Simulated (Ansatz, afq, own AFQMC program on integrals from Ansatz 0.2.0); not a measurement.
Atomization energy of GeH2O, singlet

```xyz
4

Ge    0.0000   -0.0451    0.3362
O     0.0000    0.1518   -1.4436
H     0.0000    1.5359    0.5766
H     0.0000   -0.6985   -1.8920
```

Connectivity, by distances: GeH–OH.

Atoms in their ground-state spins without spin–orbit coupling (mostly on UHF) minus the molecule (RHF), without zero-point energy. The geometry is a stationary point, not shown to be a minimum.

Basis cc-pVTZ. Noble-gas cores (and the filled d shells of Ga–Kr and In–Xe) are frozen. AFQMC by an in-house program on the Cholesky factors that Ansatz 0.2.0 writes for its CCSD(T) run. ph-AFQMC/CISD is guided by a CISD state made of CCSD amplitudes; releasing the constraint for a short imaginary time cuts its bias at the price of noise, slowly where states lie close. Error bars are statistical, one sigma. No spin–orbit coupling. The errors of all members are added in quadrature.

No full CI on the walks' own integrals is used here; CCSDT(Q) serves as the reference and is uncertain by about the last step of the cluster series. Each member takes its own surest rung, up to full CI.

The best estimate is CCSD(T) at the basis-set limit (CBS: def2-TZVPP and def2-QZVPP, with their diffuse functions for anions and beside diffuse sets, CCSD(T) itself extrapolated) plus the step from CCSD(T) to CCSDT(Q) in cc-pVTZ. Rows without CBS are in cc-pVTZ; B2PLYP and the wave-function rows carry a basis error of their own. Core correlation and relativity beyond core potentials are missing, and ± holds the sampling alone.

Cautions: inner d shell frozen; no relativity below Rb; no spin-orbit coupling.

```csv
level,atomization energy (kcal/mol)
B2PLYP,276.8
HF,179.2
B3LYP,278.3
```

(1) From these cheaper values, estimate the atomization energy at the level of the best estimate.

(1) 282.3 kcal/mol (best estimate, highest rung CCSDT(Q)).

| level | atomization energy (kcal/mol) | error against the best estimate (kcal/mol) |
| --- | --- | --- |
| MP2 | 275.7 | -6.6 |
| CCSD | 266.4 | -15.9 |
| CCSD(T) | 271.9 | -10.4 |
| CCSDT | 271.7 | -10.6 |
| CCSDT(Q) | 272.1 | -10.1 |
| ph-AFQMC/CISD | 272.1 ± 0.1 | -10.2 ± 0.1 |
| released AFQMC | 272.0 ± 0.2 | -10.3 ± 0.2 |
| HF/CBS | 180.8 | -101.4 |
| MP2/CBS | 286.8 | 4.5 |
| CCSD(T)/CBS | 282.0 | -0.3 |
| PBE | 284.2 | 2.0 |
| r2SCAN | 279.7 | -2.6 |
| PBE0 | 273.1 | -9.2 |
| wB97M-V | 279.9 | -2.4 |

Correlation beyond CCSD(T) adds 0.3 kcal/mol. Going to the basis-set limit adds 10.2 kcal/mol at CCSD(T). The perturbative (T) step is worth +5.5 kcal/mol.

Best estimates are given only where the step beyond CCSD(T) is under 0.3 eV and no member's determinant is very poor (T1 over 0.05, or 0.07 for open shells, ⟨S²⟩ too high by 0.3, two states mixed), so the hardest cases are missing from such tables.

The functionals ran in a triple-zeta set and keep a basis error of their own, a few kJ/mol for each bond in atomization energies and more for double hybrids, so close places among them and the extrapolated levels can swap.

CCSDT and higher add their correlation energy to the determinant of the CCSD(T) run, since their own runs factorise the integrals more tightly (a shift of under 2 meV). Each member of a difference takes its own highest rung, so a best estimate needn't equal the limit plus the step of one row. A walk keeps the symmetry of its determinant, which the program's search chose and which needn't be the lowest solution, so a lower state of the same spin and another symmetry isn't excluded. Released energies are given only where the last usable release times agree within the noise; a slower fall can still hide under it.
